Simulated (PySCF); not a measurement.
**One molecule, a ladder of functionals, a line**

Molecule: SMILES C=CCF, C3H5F.

Numbering as in the mapped SMILES `[CH2:1]=[CH:2][CH2:3][F:4]`. Hydrogens are named by the atom that carries them. Ha(C1) is cis to C3; Hb(C1) is trans to C3.

GIAO shieldings (ppm, equivalent atoms averaged) in PySCF 2.14 on the PBE0-D3(BJ)/def2-SVP geometry, basis pcSseg-2, gas phase, non-relativistic:

```tsv
functional	exact exchange (%)	σ(C2)	σ(C3)	σ(F4)
BLYP	0	28.1	84.6	412.6
BP86	0	33.0	89.6	416.6
PBE	0	32.5	89.4	415.1
B3LYP	20	31.7	91.7	424.6
mPW1PW91	25	36.4	97.2	428.9
BHandHLYP	50	37.1	100.9	438.1
HF	100	47.3	115.1	454.8
```

Question: Fit each shielding as a line in the percentage of exact exchange.

Answer: σ(C2) = 30.8 + 0.16 x (rms 1.9 ppm); σ(C3) = 87.9 + 0.27 x (rms 1.9 ppm); σ(F4) = 415.9 + 0.41 x (rms 2.0 ppm). The functionals also differ in their semilocal parts, which the line can't hold; Hartree–Fock has no correlation at all.

Question: What does the line predict for PBE0 (25 %), and what does the run give?

Answer: σ(C2): 34.8 predicted, 37.0 computed; σ(C3): 94.7 predicted, 97.8 computed; σ(F4): 426.1 predicted, 429.0 computed ppm.
